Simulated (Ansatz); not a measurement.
The input, for Ansatz 0.2.0:

```yaml
crystal:
  periodic: [false, false, false]
  atoms:
    - {symbol: Al, position_ang: [0.000000, -0.115297, 0.645226]}
    - {symbol: F, position_ang: [0.000000, 0.098231, -0.996846]}
    - {symbol: H, position_ang: [0.000000, 1.234843, 1.517246]}
basis:
  gaussian: {orbitals: 6-31G}
total_charge: 1
magnetization: {spin_polarized: true, initial_magnetization: 2}
correlation: {method: ccsdt_q, electrons: outside_noble_gas}
```

```sh
$ ansatz run in.yaml --threads 1 --pin off --events-out ev --progress --plain --max-ram 4096MiB --backend cpu
```

The program prints:

```
457 factors; integrals over basis functions are off by at most 6.4e-8 eV
mean field evaluation 1: about -9283.0257 eV, gradient 4.8e1 eV
mean field evaluation 2: about -9283.0419 eV, gradient 4.8e1 eV
mean field evaluation 4: about -9291.8109 eV, gradient 4.5e0 eV
mean field evaluation 8: about -9292.1292 eV, gradient 1.9e-1 eV
mean field evaluation 16: about -9283.0252 eV, gradient 4.8e1 eV
mean field evaluation 32: about -9291.2319 eV, gradient 1.1e-5 eV
mean field evaluation 64: about -9291.2553 eV, gradient 3.2e-1 eV
mean field evaluation 96: about -9291.2867 eV, gradient 6.0e0 eV
mean field evaluation 128: about -9291.9554 eV, gradient 1.5e0 eV
mean field evaluation 160: about -9291.5232 eV, gradient 6.5e-2 eV
...
cycle  14  -4.09074621 eV  change   -1.3e-4 eV  update   2.6e-4
cycle  15  -4.09074937 eV  change   -3.2e-6 eV  update   1.6e-4
cycle  16  -4.09068671 eV  change    6.3e-5 eV  update   7.8e-5
cycle  17  -4.09070592 eV  change   -1.9e-5 eV  update   5.3e-5
cycle  18  -4.09068689 eV  change    1.9e-5 eV  update   2.9e-5
cycle  19  -4.09069543 eV  change   -8.5e-6 eV  update   1.9e-5
cycle  20  -4.09070955 eV  change   -1.4e-5 eV  update   8.1e-6
cycle  21  -4.09071275 eV  change   -3.2e-6 eV  update   4.7e-6
cycle  22  -4.09071560 eV  change   -2.9e-6 eV  update   2.4e-6
cycle  23  -4.09071651 eV  change   -9.2e-7 eV  update   1.2e-6
perturbative correction -0.01601257 eV, -0.0005884510 hartree
Total energy: -9296.23457792 eV, -341.6303195244 hartree
```

For the same geometry and basis full CI lies 8.5 meV higher.

Ran on 1 thread of AMD EPYC 7R13, shared host: 4.1 s wall, 0.14 GiB peak host memory.
